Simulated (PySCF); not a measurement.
# Spin states of MgB⁺

Unrestricted PBE0; PySCF, no relativity, basis sets Mg pcseg-2, B pcseg-2. Outer shells of the fragments: Mg+ 3s1; B 2s2 2p1.

Followed along the bond (rough minima from three points):

```
2Ms+1  unpaired  ⟨S²⟩ at the start  R at minimum (Å)  Te (eV)
    1      none               0.00              2.57     0.00
    3  σ ↑, π ↑               2.02              2.25     0.59
    1  σ ↓, π ↑               1.02              2.30     0.94
    3      σ ↑↑               2.00  none in the scan   ≤ 0.89
```

Solutions found at the starting distance of 2.270 Å, counted from the lowest of them; the search is not exhaustive and high or unbound solutions are not listed, so other states can lie among these:

| 2Ms+1 | unpaired | term | E (eV) | ⟨S²⟩ | ⟨Lz²⟩ | μ (D) |
| --- | --- | --- | --- | --- | --- | --- |
| 1 | none | ¹Σ⁺ | 0.00 | 0.00 | 0.00 | -2.44 |
| 3 | σ ↑, π ↑ | ³Π | 0.38 | 2.02 | 1.00 | -3.46 |
| 1 | σ ↓, π ↑ | mixed | 0.73 | 1.02 | 1.00 | -3.31 |
| 3 | σ ↑↑ | ³Σ⁺ | 1.05 | 2.00 | 0.00 | 1.83 |
| 3 | π ↑↑ | ³Σ⁻ | 2.39 | 2.08 | 0.00 | -5.66 |
| 1 | π ↑↓ | mixed | 2.70 | 1.01 | 2.01 | -5.48 |
| 1 | none | mixed | 3.54 | 0.00 | 2.00 | -4.83 |
| 3 | π ↑↑ | mixed | 5.19 | 2.03 | 2.00 | 0.40 |

A term symbol is given only where ⟨S²⟩ and ⟨Lz²⟩ are close to those of a pure state; real π, δ and φ orbitals otherwise mix terms. A positive dipole points towards B; it is taken about the centre of mass and depends on that origin.

Task: Compare the gap between the two lowest followed solutions at the starting distance with the gap between their minima.

Result: At PBE0 the second solution (triplet, unpaired electrons σ ↑, π ↑) lies +0.38 eV from the first (singlet, closed shell) at 2.270 Å and +0.59 eV at the minima; the two curves relax by different amounts, since their minima lie near 2.25 and 2.57 Å.

Counting both spins, an empty level lies below a filled one in some of these solutions, because spin and occupation are held.
